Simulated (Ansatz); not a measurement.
**AlH2Cl: ionisation energy by level of theory**

An exercise on one series of results from a longer session: the logs are not shown, and one member is left open.

Computed with Ansatz 0.2.0, Gaussian basis. Level: unrestricted cation, the program's frozen cores in correlated methods.

Levels to be run: UKS PBE-D4/def2-TZVPP; UKS r2SCAN-D4/def2-TZVPP; UKS PBE0-D4/def2-TZVPP; UKS B3LYP-D4/def2-TZVPP; UKS wB97X-V/def2-TZVPP; UKS wB97M-V/def2-TZVPP; UKS B2PLYP/def2-TZVPP; UHF-CCSD(T)/def2-TZVPP; UHF-CCSD(T)/def2-QZVPP; extrapolation to the limit; then −ε(HOMO) from the neutral's earlier runs with LDA (SPW92), PBE-D4, revPBE-D4, BLYP-D4, r2SCAN-D4, B97M-V, PBE0-D4, B3LYP-D4, r2SCANh-D4, r2SCAN0-D4, HSE06-D4, BHLYP-D4, CAM-B3LYP-D4, LC-ωPBE, ωB97X-V, ωB97M-V.

## The geometry

An earlier PBE0-D4 in a triple-zeta def2 set relaxation fixed the geometry.

SMILES `[AlH2][Cl]`, 4 atoms, charge 0, spin multiplicity 1.

Atoms are counted from 1 here; the program's logs count them from 0.

Bond lengths: Al1–Cl2 2.097 Å, Al1–H3 1.575 Å, Al1–H4 1.575 Å. Angles: Cl2–Al1–H3 117.5°, Cl2–Al1–H4 117.5°, H3–Al1–H4 125.0°.

As a file:

```xyz
4
AlClH2
Al   -0.0903   -0.0042   -0.1266
Cl    1.2717   -0.1460    1.4618
H    -1.3350   -0.9693   -0.1063
H     0.2092    1.0593   -1.2493
```

The first run:

Contents of in.yaml:

```yaml
crystal:
  periodic: [false, false, false]
  atoms:
    - {symbol: Al, position_ang: [-0.090277, -0.004227, -0.126565]}
    - {symbol: Cl, position_ang: [1.271745, -0.146038, 1.461803]}
    - {symbol: H, position_ang: [-1.335026, -0.969337, -0.106255]}
    - {symbol: H, position_ang: [0.209159, 1.059301, -1.249284]}
basis:
  gaussian: {orbitals: def2-TZVPP}
total_charge: 1
magnetization: {spin_polarized: true, initial_magnetization: 1}
hamiltonian: {xc: pbe, dispersion: d4}
```

The run is started by

```sh
ansatz run in.yaml --threads 4 --pin off --events-out ev --progress --plain --max-ram 10444MiB
```

Among the steps run: Cation, UKS PBE-D4/def2-TZVPP; Cation, UKS r2SCAN-D4/def2-TZVPP; Cation, UKS PBE0-D4/def2-TZVPP; Cation, UKS B3LYP-D4/def2-TZVPP; Cation, UKS wB97X-V/def2-TZVPP; Cation, UKS wB97M-V/def2-TZVPP; Cation, UKS B2PLYP (frozen core)/def2-TZVPP; Cation, UHF-CCSD(T)/def2-TZVPP; Cation, UHF-CCSD(T)/def2-QZVPP.

One table of the session follows, with a row left open; its other results are not shown here.

It belongs to the step «Ionisation energies side by side». Orbital estimates, from the neutral's runs:

| functional | −ε(HOMO) (eV) |
| --- | --- |
| LDA (SPW92) | 7.32 |
| PBE-D4 | 7.27 |
| revPBE-D4 | 7.24 |
| BLYP-D4 | 7.16 |
| r2SCAN-D4 | 7.60 |
| B97M-V | 7.70 |
| PBE0-D4 | 8.58 |
| B3LYP-D4 | 8.36 |
| r2SCANh-D4 | 8.08 |
| r2SCAN0-D4 | 8.79 |
| HSE06-D4 | 8.17 |
| BHLYP-D4 | 9.80 |
| CAM-B3LYP-D4 | 9.96 |
| LC-ωPBE | ? |
| ωB97X-V | 10.99 |
| ωB97M-V | 10.77 |

Estimate the missing values for LC-ωPBE.

The run gave: −ε(HOMO) (eV): 11.36. In the column «−ε(HOMO) (eV)» it is the highest.
